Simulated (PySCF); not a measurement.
Species: C₃H₃P₂ (charge -1).
Numbering: `[cH:1]1[cH:2][p-:3][cH:4][p:5]1` (hydrogens: H6 on C1; H7 on C2; H8 on C4)

The calculation used PySCF 2.14.0, PBE0-D3(BJ)/def2-SVP geometry optimisation, gas phase.

(1) Give the optimised bond lengths and angles.

## Answers

(1) 
```
        bond  length (Å)
       C1–C2       1.390
P3–C4, C4–P5       1.744
C1–P5, C2–P3       1.761
C1–H6, C2–H7       1.098
       C4–H8       1.097
```

Bonds in one row agree within 0.01 Å and their mean is given. A selection of angles:
```
   angle  degrees
C2–C1–P5    117.0
C2–C1–H6    121.7
P5–C1–H6    121.3
C2–P3–C4     94.0
P3–C4–P5    118.0
P3–C4–H8    121.0
```

C1 (aromatic CH carbon) is planar (angles 121.7°, 121.3° and 117.0°, sum 360.0°, 0.00 Å off the plane of its three neighbours). The 5 heavy atoms lie in one plane (0.000 Å rms). The 5-membered ring C1–C2–P3–C4–P5 has internal angles of 94.0° to 118.0°; it is planar, 0.00 Å rms from its mean plane, widest ring torsion 0°. C4 (aromatic CH carbon) is planar (angles 121.0°, 121.0° and 118.0°, sum 360.0°, 0.00 Å off the plane of its three neighbours).

Point group: C2v (tolerance 0.08 Å). No PBE0-D3(BJ)/def2-SVP frequencies stand behind this structure, so it isn't proved a minimum.
